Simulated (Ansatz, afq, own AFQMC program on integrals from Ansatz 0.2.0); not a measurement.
Two steps: Ansatz 0.2.0 writes the Fock matrix and Cholesky factors of the valence space, and afq projects on them the lowest state that overlaps trial and start.

```yaml
crystal:
  periodic: [false, false, false]
  atoms:
    - {symbol: As, position_ang: [0.000000, 0.000000, 0.000000]}
basis:
  gaussian: {orbitals: aug-cc-pVDZ}
total_charge: 1
magnetization: {spin_polarized: true, initial_magnetization: 2}
correlation: {method: ccsd_t, electrons: outside_noble_gas, hamiltonian_folder: ham}
```

```sh
$ ansatz run in.yaml --threads 1 --pin off --events-out ev --progress --plain --max-ram 1382MiB
```

afq runs on the folder ham with

```
--method phaseless --trial hf --walkers 280 --populations 1 --least-time 40 --time-step 0.005 --steps-per-block 20 --equilibration-blocks 112 --max-blocks 600 --target-error 0.00072 --factor-cut 1e-05 --start spin_pure --seed 6220 --taylor-order 6
```

Times are imaginary, in 1/Eh. The walk had a cap of 529 s. Filled inner d shells are frozen with the cores.

Log:

```
orbitals 22  electrons 3 1  factors 127 of 239
reference energy -2233.82032007 Eh
CCSD correlation -0.06027252 Eh in 9 cycles, weight of the determinant in the CISD state 0.9519
energy of the start -2233.820397 Eh
 block  time / (1/Eh)  mean weight  energy / Eh
     1     0.100  1.0005  -2233.828283
     2     0.200  1.0003  -2233.835024
     3     0.300  1.0000  -2233.841281
     4     0.400  1.0002  -2233.843782
     5     0.500  1.0004  -2233.848263
    10     1.000  1.0003  -2233.862712
    61     6.100  0.9995  -2233.879496
   121    12.100  1.0003  -2233.879775
   181    18.100  1.0007  -2233.884030
   205    20.500  1.0002  -2233.889858
   241    24.100  0.9999  -2233.875747
   301    30.100  1.0002  -2233.878931
   361    36.100  1.0004  -2233.876640
   421    42.100  1.0003  -2233.880184
   481    48.100  1.0005  -2233.879029
   493    49.300  1.0009  -2233.874035
   505    50.500  1.0004  -2233.880131
blocks merged  error / Eh  count
     1  0.000207  400
     2  0.000280  200
     4  0.000375  100
     8  0.000482  50
    16  0.000558  25
    32  0.000686  12
energy -2233.879383 +/- 0.000558 Eh
(rows thinned)
```

The run passed its tests (sampling time, drift between the halves within three errors, error under three times the target), which doesn't prove that it has relaxed.

Against this walk (error 15.2 meV) on the same determinant: CCSD(T) 53.6 meV lower, CCSDT(Q) 61.2 meV lower, full CI 61.5 meV lower. The error is statistical and leaves out the bias of the constraint. Full CI is exact here, so the walk's 61 meV above it is the walk's own error: the bias of the constraint with this trial. It lies above even CCSD, by 33 meV.

Cautions: constraint bias not in the error; no relativity below Rb; no spin-orbit coupling; inner d shell frozen.

The walk took 83 s on 1 thread of Arm Neoverse V2 (shared host). The log's last line is the phaseless energy.

CCSDT and higher add their correlation energy to the determinant of the CCSD(T) run, since their own runs factorise the integrals more tightly (a shift of under 2 meV). A walk keeps the symmetry of its determinant, which the program's search chose and which needn't be the lowest solution, so a lower state of the same spin and another symmetry isn't excluded.
